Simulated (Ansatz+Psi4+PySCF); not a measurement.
```yaml
atoms:
  - { symbol: O, position_ang: [0.1193, 0.0000, 0.0000] }
  - { symbol: H, position_ang: [-0.4955, 0.7869, 0.0000] }
  - { symbol: H, position_ang: [-0.4770, -0.7632, 0.0000] }
```

Basis set: cc-pVTZ (spherical functions). Correlated methods keep 1 orbital frozen. Charge 0, multiplicity 1.

Computed with Ansatz (development build ahead of 0.2.0) and Psi4 1.11; each method stands on the lowest determinant of its kind that the runs found. Restricted open shells among the atoms or ions are ROHF, correlated in semicanonical orbitals with singles.

Problem. Give the vertical ionization energy (product with multiplicity 2 at the same shape, open shells in the same class of orbitals) of singlet H₂O by RHF-MP2, RHF.

Solution.

| method | ionization energy |
| --- | --- |
| RHF-MP2 | 12.56 eV |
| RHF | 10.94 eV |
